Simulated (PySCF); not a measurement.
## Level sweep

C5H7Cl.
Geometry (PBE0-D3(BJ)/def2-SVP, Å), atoms numbered from 1 in this order:
```xyz
13
C5H7Cl angstrom
Cl     2.4197   -1.1995    0.2551
C      1.4070    0.2135   -0.0361
C      0.6095    0.8060    1.1019
C     -0.0548    0.0689    0.0015
C     -1.1799    0.2157   -0.9475
C     -0.9972   -1.0558   -0.1445
H      1.8659    0.8877   -0.7645
H      0.5292    1.8969    1.1476
H      0.6926    0.3032    2.0700
H     -2.0017    0.8826   -0.6692
H     -0.9610    0.1834   -2.0189
H     -0.6322   -1.9464   -0.6653
H     -1.6979   -1.2563    0.6712
```

PySCF, dipoles from the SCF density, polarisabilities from static response with core orbitals frozen. Isolated species at its PBE0-D3(BJ)/def2-SVP geometry, gas phase.

The anisotropy is √(½[(α1 − α2)² + (α2 − α3)² + (α3 − α1)²]).

```tsv
level	μ (D)	α (au)	anisotropy (au)
LDA/def2-SVPD	2.045	73.62	19.53
PBE/def2-SVPD	2.044	73.03	19.60
B3LYP/def2-SVPD	2.070	71.23	18.56
PBE0/def2-SVPD	2.096	70.41	18.31
BHandHLYP/def2-SVPD	2.131	68.91	17.49
CAM-B3LYP/def2-SVPD	2.087	69.95	17.62
wB97X-D/def2-SVPD	2.125	69.85	17.70
LC-wPBE/def2-SVPD	2.110	67.90	16.71
HF/def2-SVPD	2.237	66.86	16.45
PBE0/6-31G*	2.082	57.88	16.80
PBE0/def2-SVP	1.816	58.81	15.36
PBE0/6-31+G*	2.108	66.13	18.24
PBE0/aug-cc-pVDZ	2.067	71.73	19.03
PBE0/def2-TZVP	1.965	67.76	18.44
PBE0/def2-TZVPD	2.034	72.04	18.98
```

The dipole runs from 1.82 D (PBE0/def2-SVP) to 2.24 D (HF/def2-SVPD). No reference polarisability is at hand; against PBE0 in the largest diffuse basis at hand (def2-TZVPD) the other PBE0 rows deviate by 6-31G* -20%, def2-SVP -18%, 6-31+G* -8%, def2-SVPD -2%, aug-cc-pVDZ 0%, def2-TZVP -6%. In one basis (def2-SVPD) the functionals order the polarisability from HF (lowest) to LDA (highest), a spread of 10%. With PBE0 the polarisability is 61.48 au without diffuse functions (mean of 6-31G*, def2-SVP and def2-TZVP) and 70.08 au with them (mean of 6-31+G*, def2-SVPD, aug-cc-pVDZ and def2-TZVPD).
